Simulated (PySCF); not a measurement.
## How well do the runs reproduce experiment for phosphine?

**Measured values to compare with.**

NIST CCCBDB Release 22 (SRD 101), experimental dipoles lists, for the gas: dipole moment (microwave Stark effect) 0.58 D.

From NIST CCCBDB Release 22 (SRD 101), experimental polarizabilities, for the gas: mean polarisability 4.237 Å³.

The results are set against them at the end.

Species: phosphine, PH₃.
SMILES with atom numbers: `[PH3:1]` (hydrogens: H2, H3, H4 on P1)

Cartesian coordinates in Å at the GFN2-xTB level; atoms count from 1:
```xyz
4
PH3 angstrom
P     -0.001    0.003    0.570
H     -0.559    1.009   -0.206
H      1.158   -0.016   -0.190
H     -0.588   -0.991   -0.198
```

The PySCF runs (gas phase, on this GFN2-xTB geometry; no spin–orbit coupling):

```csv
level,job,basis functions,wall time
B3LYP/def2-SVPD,"8 singlets by full TDDFT, 3 Tamm–Dancoff triplets, polarisability",48,1.3 s
```

Hardware: one thread, x86-64 server, shared host.

## Comparison

**Dipole moment.** Measured: 0.58 D (NIST CCCBDB Release 22 (SRD 101), experimental dipoles).

```tsv
level	computed (D)	computed − measured (D)	% (from the printed values)
B3LYP/def2-SVPD	0.62	+0.04	+7
```

The computed dipoles belong to one fixed geometry; measured ones are averaged over vibrations unless marked μe. Magnitudes are compared, not signs.

**Mean polarisability.** Measured: 4.237 Å³ (NIST CCCBDB Release 22 (SRD 101), experimental polarizabilities).

| level | computed (Å³) | computed − measured (Å³) | % (from the printed values) |
| --- | --- | --- | --- |
| B3LYP/def2-SVPD | 4.260 | +0.023 | +1 |

The computed values are static and purely electronic, with core orbitals frozen in the response (1 au = 0.148185 Å³). The table of measured values doesn't say here whether a value is static or optical, or holds a vibrational part.

No measured geometry was used, and the causes of the misses weren't examined.
